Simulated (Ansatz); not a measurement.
Results of PBE (Ansatz, a first-principles code, plane waves, PAW) for trigonal Se.

Numerical settings: plane-wave cutoff 520 eV, 12×12×8 k mesh (along the axes of the cell as run), scalar-relativistic PAW data made under PBE.

Computed at the level's own relaxed cell.

Elastic tensor (GPa, Voigt notation, ions relaxed):

```
    7.2     2.4     8.9     2.9     0.0     0.0
    2.4     7.2     8.9    -2.9     0.0     0.0
    8.9     8.9    70.2     0.0     0.0     0.0
    2.9    -2.9     0.0    11.3     0.0     0.0
    0.0     0.0     0.0     0.0    11.3     2.9
    0.0     0.0     0.0     0.0     2.9     2.4
```

Q: Work out the Voigt, Reuss and Hill averages of the bulk and shear moduli, Young's modulus and Poisson's ratio from the printed constants.

A: K_V = [C11 + C22 + C33 + 2(C12 + C13 + C23)]/9 = [84.6 + 2 × 20.2]/9 = 13.9 GPa. G_V = [84.6 − 20.2 + 3 × 25.0]/15 = 9.3 GPa. From the compliances S = C⁻¹, K_R = 4.5 and G_R = 3.1 GPa. Hill means: K = 9.2, G = 6.2 GPa. E = 9KG/(3K + G) = 15 GPa, ν = (3K − 2G)/(6K + 2G) = 0.22, K/G = 1.48.

Note: the cell comes from a level without a dispersion term, which matters for the spacing of layers, chains or molecules.

The computed numbers hold no vibrational or temperature effects.
